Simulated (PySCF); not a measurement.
Functional dependence of a UV spectrum

Phosphaethyne, CHP.
Numbering: `[CH:1]#[P:2]` (hydrogens: H3 on C1)

Linear-response calculations in the def2-SVPD basis (PySCF; singlets by full response, triplets Tamm–Dancoff, core orbitals frozen in the response; HF means time-dependent Hartree–Fock). 'Strongest' is the level of largest summed f among the singlets computed (10 roots, of which the last may lack a degenerate partner); it can jump between rows when another state enters that window. S1 is the lowest singlet of each run and needn't be the same state throughout; f(S1) is that of one state. Isolated species at its PBE0-D3(BJ)/def2-SVP geometry, gas phase.

```csv
functional,kind,S1 (eV),f(S1),strongest (eV),T1 (eV),HOMO (eV),gap (eV),"ionisation energy, ΔSCF (eV)"
LDA,LDA,4.75,0.000,7.88,3.76,-7.11,4.75,11.07
PBE,GGA,4.76,0.000,7.84,3.54,-6.99,4.76,10.80
HF,Hartree–Fock,3.67,0.000,8.09,2.53,-10.41,12.57,not settled
```

Question: What does B3LYP (global hybrid, 20% exact exchange) give?

Answer: S1 (eV) 4.55, f(S1) 0.000, strongest (eV) 7.88, T1 (eV) 3.43, HOMO (eV) -7.80, gap (eV) 6.31, ionisation energy, ΔSCF (eV) 10.72. S1 runs from 3.67 eV (HF) to 4.76 eV (PBE), a spread of 1.09 eV, while the orbital gap spreads over 7.8 eV. −ε(HOMO) comes closest to its own ΔSCF ionisation energy with B3LYP (-2.92 eV) and misses most with LDA (-3.95 eV). The lowest singlet of a reference set is 1Σ-(π→π*) at 4.84 eV (computed, theoretical best estimate (aug-cc-pVTZ, frozen core, CC3 geometry), gas; Veril, Scemama, Caffarel, Lipparini, Boggio-Pasqua, Jacquemin, Loos, WIREs Comput. Mol. Sci. 2021, 11, e1517 (QUESTDB)). The lowest computed singlet differs from it by PBE -0.08, LDA -0.09, B3LYP -0.29, HF -1.17 eV; geometry and basis of the reference needn't be the same. The lowest triplet of a reference set is 3Σ+(π→π*) at 3.47 eV (computed, theoretical best estimate (aug-cc-pVTZ, frozen core, CC3 geometry), gas; Veril, Scemama, Caffarel, Lipparini, Boggio-Pasqua, Jacquemin, Loos, WIREs Comput. Mol. Sci. 2021, 11, e1517 (QUESTDB)). The lowest computed triplet differs from it by B3LYP -0.04, PBE +0.07, LDA +0.29, HF -0.94 eV; geometry and basis of the reference needn't be the same. 'Not settled' means that the ion's SCF failed to converge or may have ended in another state than the lowest.
